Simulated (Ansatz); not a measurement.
H₃N, SMILES N, the interaction energy of a dimer with the counterpoise correction

Program: the Ansatz DFT code, driven from Python.

`h3n_dimer.py`
```python
"""Interaction energy of two H3N molecules, with the counterpoise correction."""

import ansatz as az

FIRST = [
    ("N", (-0.0682, 0.2428, 0.1081)),
    ("H", (0.4919, -0.3005, 0.7534)),
    ("H", (-0.892, -0.3006, -0.1184)),
    ("H", (0.4682, 0.3583, -0.7431)),
]
SECOND = [
    ("N", (-0.6657, 0.3615, -2.8597)),
    ("H", (-0.0849, 1.1892, -2.9146)),
    ("H", (-0.0605, -0.446, -2.9426)),
    ("H", (-1.2846, 0.3661, -3.6612)),
]

def energy(atoms, ghosts=()):
    molecule = az.Crystal.molecule()
    for symbol, xyz in atoms:
        molecule = molecule.atom(symbol, xyz)
    calc = (
        molecule.calculation()
        .basis(gaussian="cc-pVDZ")
        .functional("r2scan")
    )
    deck = calc.input()
    if ghosts:
        deck = deck.set(az.key.basis.gaussian.ghost_atoms, [{"symbol": s, "position_ang": list(xyz)} for s, xyz in ghosts])
    return az.Session.from_dict(deck).plan().execute().report["free_energy_ev"]


def main() -> None:
    # ghost atoms carry the functions of the partner
    both = energy(FIRST + SECOND)
    alone = energy(FIRST) + energy(SECOND)
    ghosted = energy(FIRST, SECOND) + energy(SECOND, FIRST)
    print(f"dimer {both:.6f} eV")
    print(f"interaction, uncorrected   {23.060548 * (both - alone):8.3f} kcal/mol")
    print(f"interaction, counterpoise  {23.060548 * (both - ghosted):8.3f} kcal/mol")
    print(f"basis-set superposition    {23.060548 * (alone - ghosted):8.3f} kcal/mol")


if __name__ == "__main__":
    main()
```

```console
$ python h3n_dimer.py
dimer -3075.906476 eV
interaction, uncorrected     -1.036 kcal/mol
interaction, counterpoise     0.890 kcal/mol
basis-set superposition       1.926 kcal/mol
```

Uncorrected it is -1.036 kcal/mol, with the counterpoise correction 0.890 kcal/mol; the difference, 1.93 kcal/mol, is the superposition error. The sign changes with the correction, so this basis doesn't settle it.

Caveats:
- Total energies depend on the basis set; only differences at equal settings carry meaning.
- The dimer is a generated trial pose of unrelaxed monomers, not a minimum, so the figure is no binding energy, and the basis set is small.
- This level lacks the dispersion part of the attraction (electrostatics and induction are there), which can decide the sign where the interaction is weak.
- The whole script took 5.2 s on 1 thread of Intel(R) Xeon(R) Platinum 8488C (Sapphire Rapids), on a shared host, peak memory 0.17 GiB.

(Lines on the test bed's own set-up are left out of the output.)
